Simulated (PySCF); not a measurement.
## Core-level binding energies of `CSC`

Compound: C2H6S.
Atom-mapped SMILES: `[CH3:1][S:2][CH3:3]`

Method used: delta-SCF UKS SCAN, pcX-3 on the ionised atom, pcseg-2 elsewhere, spin-free X2C in PySCF. Vertical ΔSCF values, vacuum level as zero.

Task: List the computed XPS lines with their assignment.

Result: 
```json
{"atom(s)": "C1/C3", "bonded to": "S and 3 H", "level": "C 1s", "binding energy (eV)": "291.12", "count": "2"}
{"atom(s)": "S2", "bonded to": "2 C", "level": "S 1s", "binding energy (eV)": "2476.95", "count": "1"}
```

Task: Which effective nuclear charge Zeff reproduces each element's mean 1s value in the hydrogen-like formula E = 13.606 eV × Zeff²?

Result: C (Z = 6): mean 291.1 eV, Zeff = 4.63, Z − Zeff = 1.37; S (Z = 16): mean 2477.0 eV, Zeff = 13.49, Z − Zeff = 2.51. Means run over the listed sites, weighted by atom count.

The first atom of each set that the bonding makes equivalent was ionised and stands for the set. Not every level is listed. Geometry: PBE0-D3(BJ)/def2-TZVP; no solvent, vibrations or thermal averaging.
